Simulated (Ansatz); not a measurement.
System: Na4MgGe2Se6 (C2, No. 5; cell taken from a computed entry). Method: HSE06 (PAW; Ansatz, a first-principles code).

Numerical settings: plane-wave cutoff 460 eV, 4×4×4 k mesh, Fermi–Dirac smearing 0.01 eV, scalar-relativistic PAW data made under PBE.

Cell (relaxed with PBEsol):

```
MgNa4Ge2Se6
1.0
    3.85897    -5.95390     0.00301
    3.85897     5.95390     0.00301
   -2.02426     0.00000     6.76334
Na Mg Ge Se
4 1 2 6
Direct
  0.48058   0.51942   0.00000
  0.32747   0.67253   0.50000
  0.02163   0.97837   0.50000
  0.65087   0.34913   0.50000
  0.84285   0.15715   0.00000
  0.00327   0.67019   0.94265
  0.32981   0.99673   0.05735
  0.76333   0.77365   0.76412
  0.22635   0.23667   0.23588
  0.90582   0.54853   0.22171
  0.45147   0.09418   0.77829
  0.04904   0.39899   0.74730
  0.60101   0.95096   0.25270
```

Problem. Give the computed band gap, smallest direct gap on the k points sampled and direct gap at Γ.

Solution. 
band gap: 2.81 eV (indirect)
smallest direct gap on the k points sampled: 2.84 eV
direct gap at Γ: 3.73 eV

Note: cell and atoms aren't relaxed at this level (pressure 0.4 GPa); this cell isn't known to be the ambient phase, and symmetry holds it in the calculation.

Spin–orbit coupling is not included.

Computed values are for the static lattice.

Cost on a shared machine: very roughly 30 core-minutes.
